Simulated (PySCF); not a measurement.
Gas-phase reaction: 3 BH2Cl ⇌ BCl2 + 2 BH3 + Cl

Energies from PySCF (xtb for GFN2), thermal terms from the rigid-rotor harmonic-oscillator model, ideal gas at 1 bar. † marks an energy on the PBE0/def2-TZVP geometry and frequencies; other levels use their own. MP2 and CCSD(T) freeze the core. 6-31G* has spherical d functions here. Open shells (unrestricted): BCl2 (multiplicity 2), Cl (multiplicity 2, electronic degeneracy 6); the rest are closed-shell singlets. GFN2 has no spin-polarisation term. Spin-orbit splitting is ignored; it lowers the true energy and changes the entropy of Cl. B3LYP is the form with VWN-RPA correlation. BH2Cl: computed as isolated molecules; such fragments, hydroxides, amides, oligomers or adducts are transient or little studied in the gas. MP2 isn't extrapolated to the basis-set limit; its ΔH°(298 K) is 525.9 kJ in def2-SVP and 540.6 kJ in def2-TZVPP. CCSD(T) isn't extrapolated to the basis-set limit; its ΔH°(298 K) is 515.1 kJ in def2-SVP and 522.4 kJ in def2-TZVPP. The harmonic model lacks anharmonicity and excited electronic states, which grow with temperature; levels with a mode under 35 cm⁻¹ are left out.

```
level                ΔE electronic, kJ  ΔH°(298 K), kJ  ΔS°(298 K), J/K  ΔG°(800 K), kJ
-------------------  -----------------  --------------  ---------------  --------------
B3LYP/def2-TZVP†                   524             513              112             421
CCSD(T)/def2-SVP†                  525             515              112             423
CCSD(T)/def2-TZVPP†                533             522              112             430
GFN2-xTB                           550             542              113             449
HF/6-31G*                          418             406              112             313
M06-2X/def2-TZVP†                  541             531              112             439
MP2/def2-TZVPP†                    551             541              112             448
PBE/def2-SVP                       556             546              112             453
PBE0/def2-TZVP                     539             528              112             436
ωB97M-V/def2-TZVP†                 554             543              112             451
ωB97X-V/def2-TZVP†                 545             535              112             442
```
ΔH° is lowest at HF/6-31G* and highest at PBE/def2-SVP. No reference value is set beside these.
